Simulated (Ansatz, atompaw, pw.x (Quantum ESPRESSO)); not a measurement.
# What a changed setting does to a pw.x run (fcc N)

Potential: PAW, atompaw 4.2.0.5, LDA (PW92); core [He], reference 2s2 2p3; waves: 2s (bound): rc 1.10 bohr; 2s channel at 0.75 Ry: rc 1.10 bohr; 2p (bound): rc 2.20 bohr; 2p channel at 3.95 Ry: rc 2.20 bohr; local part: troulliermartins scheme with l = 2 at 0.5 Ry, radius 1.85 bohr; core correction: smooth core density matched at 2.05 bohr; augmentation: besselshape compensation charge, radius 1.95 bohr; PAW radius 2.20 bohr; waves and projectors: custom rrkj gramschmidtortho.

The reference run (k-mesh 18³, cutoffs 40/400 Ry, Fermi–Dirac 0.01 Ry, mixing_beta 0.4, conv_thr 1e-9, no spin) gives 0.30 GPa at 7.069 Å³/atom, where all-electron LAPW gives -0.19 GPa. This run, with its own iteration cap, changes mixing_mode to local-TF.

```
&control
  calculation='scf', prefix='x', pseudo_dir='./', outdir='./tmp', tstress=.true., disk_io='none'
/
&system
  ibrav=0, nat=1, ntyp=1, ecutwfc=40, ecutrho=400, nbnd=9,
  occupations='smearing', smearing='fd', degauss=0.01
/
&electrons
  conv_thr=1e-09, mixing_beta=0.4, electron_maxstep=50, mixing_mode='local-TF'
/
ATOMIC_SPECIES
N 1.0 N.UPF
CELL_PARAMETERS angstrom
  0.00000000 1.52326687 1.52326687
  1.52326687 0.00000000 1.52326687
  1.52326687 1.52326687 0.00000000
ATOMIC_POSITIONS crystal
N 0.0000 0.0000 0.0000
K_POINTS automatic
18 18 18 0 0 0
```

```bash
pw.x < N.scf.in > N.scf.out
```

How does the run end?

It converges in 6 iterations; the free energy moves by +0.0 meV/atom and the pressure by +0.07 GPa.

```
Message from routine setup:
     using ibrav=0 with symmetry is DISCOURAGED, use correct ibrav instead
     lattice parameter (alat)  =       4.0709  a.u.
     unit-cell volume          =      47.7040 (a.u.)^3
     number of electrons       =         5.00
     number of Kohn-Sham states=            9
     kinetic-energy cutoff     =      40.0000  Ry
     charge density cutoff     =     400.0000  Ry
     scf convergence threshold =      1.0E-09
     Exchange-correlation= SLA PW NOGX NOGC
     number of k points=   195  Fermi-Dirac smearing, width (Ry)=  0.0100
     iteration #  1     ecut=    40.00 Ry     beta= 0.40
     total energy              =     -27.11855447 Ry
     estimated scf accuracy    <       0.00022645 Ry
     iteration #  2     ecut=    40.00 Ry     beta= 0.40
     total energy              =     -27.11838246 Ry
     estimated scf accuracy    <       0.00005014 Ry
     iteration #  3     ecut=    40.00 Ry     beta= 0.40
     total energy              =     -27.11840574 Ry
     estimated scf accuracy    <       0.00002049 Ry
     iteration #  4     ecut=    40.00 Ry     beta= 0.40
     total energy              =     -27.11840909 Ry
     estimated scf accuracy    <       0.00000005 Ry
     iteration #  5     ecut=    40.00 Ry     beta= 0.40
     total energy              =     -27.11840955 Ry
     estimated scf accuracy    <          8.9E-09 Ry
     iteration #  6     ecut=    40.00 Ry     beta= 0.40
     the Fermi energy is     9.1216 ev
!    total energy              =     -27.11840954 Ry
     estimated scf accuracy    <          5.9E-10 Ry
     smearing contrib. (-TS)   =      -0.00291461 Ry
     The total energy is F=E-TS. E is the sum of the following terms:
     one-electron contribution =       3.75898186 Ry
     hartree contribution      =       1.64160351 Ry
     xc contribution           =      -4.65030653 Ry
     ewald contribution        =     -19.90954911 Ry
     one-center paw contrib.   =      -7.95622467 Ry
     convergence has been achieved in   6 iterations
          total   stress  (Ry/bohr**3)                   (kbar)     P=        3.65
     Message from routine punch:
     Nothing written, as per user request (disk_io='none')
```

The run took about 2.9 s on one core of a shared host (AMD EPYC 9R45 96-Core Processor, 96 threads, 376 GiB, load 19).
